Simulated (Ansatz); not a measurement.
```yaml
crystal:
  periodic: [false, false, false]
  atoms:
    - {symbol: C, position_ang: [-1.107014, 2.417699, -0.945696]}
    - {symbol: C, position_ang: [-1.500120, 1.002466, -0.587449]}
    - {symbol: S, position_ang: [-0.465698, -0.272665, -1.363227]}
    - {symbol: S, position_ang: [1.363464, 0.028463, -0.537955]}
    - {symbol: C, position_ang: [1.309507, -0.950646, 0.990584]}
    - {symbol: C, position_ang: [1.192539, -2.440988, 0.764877]}
    - {symbol: H, position_ang: [-1.765156, 3.135582, -0.448288]}
    - {symbol: H, position_ang: [-0.082311, 2.622145, -0.629151]}
    - {symbol: H, position_ang: [-1.169497, 2.579747, -2.023362]}
    - {symbol: H, position_ang: [-1.495867, 0.842542, 0.492968]}
    - {symbol: H, position_ang: [-2.506990, 0.763112, -0.945037]}
    - {symbol: H, position_ang: [0.499203, -0.571499, 1.617137]}
    - {symbol: H, position_ang: [2.250032, -0.693098, 1.488636]}
    - {symbol: H, position_ang: [2.037741, -2.815886, 0.184718]}
    - {symbol: H, position_ang: [1.164873, -2.972151, 1.720397]}
    - {symbol: H, position_ang: [0.275286, -2.674843, 0.220848]}
basis:
  gaussian: {orbitals: cc-pVDZ}
hamiltonian: {xc: {name: HF}}
correlation: {method: mp2, frozen_orbitals: {C: 0}}
accuracy: high
```

```sh
$ ansatz run in.yaml --threads 2 --pin off --events-out ev --progress --plain --max-ram 22528MiB --backend cpu
```

Output, abridged:

```
Functional definition: HF
Error: "frozen_orbitals" has no count for S
```

Problem. Something in this input is off. What?

Solution. Frozen orbitals are typed for one element alone, and the program wants a count for each. The input was rejected before any iteration.
